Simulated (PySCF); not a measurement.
Compound: C₂ClFN (charge -1).
InChI=1S/C2ClFN/c3-2(4)1-5/q-1

Level: PBE0/pcSseg-1 in PySCF, non-relativistic, on one gas-phase PBE0-D3(BJ)/def2-SVP geometry that isn't relaxed in the solvent. The solvent is an IEF-PCM continuum (Bondi radii, 1.10 Å for H, scaled by 1.2). Only the electrostatic response of the medium enters.

```
run  E − E(gas) (kcal/mol)  HOMO (eV)  HOMO–LUMO gap (eV)
gas                   0.00      -0.32                5.19
  P                 -31.19      -3.05                5.23
  Q                 -49.78      -4.67                5.28
```

The runs were made in benzene and dichloromethane. Which run belongs to which solvent?

P = benzene, Q = dichloromethane. The dielectric constants are 2.271 (benzene), 8.93 (dichloromethane), and the energy falls further as ε rises. In this model the ground state sees the solvent through ε alone.

How constant is the ratio of the lowering to 1 − 1/ε?

```csv
solvent,1 − 1/ε,E − E(gas) (kcal/mol),ratio (kcal/mol),polarisation term (kcal/mol)
benzene,0.560,-31.19,-55.7,-31.26
dichloromethane,0.888,-49.78,-56.1,-50.01
```

The ratio changes by +0.6 % in size from benzene to dichloromethane. The polarisation term is half the interaction of the solute with the induced surface charges.
